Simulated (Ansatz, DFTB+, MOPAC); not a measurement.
Molecule: CH, charge 1, multiplicity 1. SMILES of the parent species: [CH]

Atoms: C1, H2. Bonds: C1-H2.

Bond lengths (Å) and angles (degrees) optimised at AM1 with MOPAC; MNDO with MOPAC; SCC-DFTB with DFTB+; B3LYP/6-31G* with Ansatz (a first-principles code), each started from the B3LYP-D3(BJ)/def2-TZVP structure (Ansatz) of the last column. A row stands for all coordinates that are equal there. 6-31G* holds six Cartesian d functions.

```csv
coordinate,AM1,MNDO,SCC-DFTB,B3LYP/6-31G*,B3LYP-D3(BJ)/def2-TZVP
C1-H2,1.116,1.098,1.143,1.136,1.138
```

Mean signed difference of all 1 bond lengths from B3LYP-D3(BJ)/def2-TZVP: AM1 -0.022 Å, MNDO -0.039 Å, SCC-DFTB 0.006 Å, B3LYP/6-31G* -0.001 Å.
